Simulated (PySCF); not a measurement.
Gas-phase reaction: 2 C4H6 (butadiene) = C5H8 (cyclic) + C3H4 (cyclic)

Energies from PySCF, thermal terms from the rigid-rotor harmonic-oscillator model, ideal gas at 1 bar. The comparison is the NASA 1993 polynomial table, which mixes measured and estimated data. † marks an energy on the PBE0/def2-TZVP geometry and frequencies; other levels use their own. CCSD(T) freezes the core. 6-31G* has spherical d functions here. All species are closed-shell singlets. B3LYP is the form with VWN-RPA correlation. CCSD(T) isn't extrapolated to the basis-set limit. The harmonic model lacks anharmonicity and excited electronic states, which grow with temperature; levels with a mode under 35 cm⁻¹ are left out. Internal rotation in C4H6 (butadiene) is treated as a harmonic vibration of one conformer, which makes the entropy rough. The table's entry may be an old estimate for C5H8 (cyclic), C3H4 (cyclic) (not checked at source).

log10 K (1 bar standard state):

| T (K) | table | B3LYP/def2-TZVP† | CCSD(T)/def2-SVP† | HF/6-31G* |
|---|---|---|---|---|
| 600 | -9.4 | -12.2 | -8.7 | -10.5 |
| 800 | -7.6 | -9.5 | -6.9 | -8.3 |
| 1400 | -5.4 | -6.2 | -4.7 | -5.5 |
| 1800 | -4.8 | -5.2 | -4.0 | -4.6 |
| 2000 | -4.6 | -4.8 | -3.8 | -4.4 |
Ten kJ in ΔG° is worth 0.87 decades in K at 600 K and 0.26 at 2000 K.
